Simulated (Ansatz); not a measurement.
`CCCC` + H₂ → `CCC` + CH₄  (hydrogenolysis of a C–C bond)

Isolated molecules relaxed with PBE0-D4/def2-TZVP in Ansatz; ΔE leaves out vibrations. CCSD(T)/CBS adds triple-zeta CCSD(T) − MP2 to the extrapolated MP2 energy (def2 sets, frozen cores). This one scheme is used for every species. Functionals use def2-TZVPP. B3LYP here is the variant with VWN-RPA as its local correlation; programs differ in this. One conformer a species, not always the lowest.

Question: Is it downhill or uphill in electronic energy at CCSD(T)/CBS, and by how much? (Best estimate.)

Answer: The calculation gave: Downhill: ΔE = -67.0 kJ/mol.

Question: What do these levels give: BLYP-D4, B3LYP-D4, BHLYP-D4, B3LYP, CAM-B3LYP, CCSD(T)/def2-SVP? (An estimate is asked.)

Answer: Computed: BLYP-D4 -69.5, B3LYP-D4 -71.9, BHLYP-D4 -74.8, B3LYP -79.4, CAM-B3LYP -76.9, CCSD(T)/def2-SVP -68.3 kJ/mol.

Largest T1 diagnostic among the species: 0.008.

The D4 term adds +7.5 kJ/mol with B3LYP and +4.2 kJ/mol with PBE0; it sums over pairs of atoms, weighted by their polarisabilities, and B3LYP, whose exchange is more repulsive, gets the larger term. Leaving LDA and LC-ωPBE aside and taking each functional with its dispersion term where it has one, the values, not all of them listed here, spread over 13.2 kJ/mol, from B97M-V to revPBE-D4. LDA lies +9.2 kJ/mol from PBE without D4.
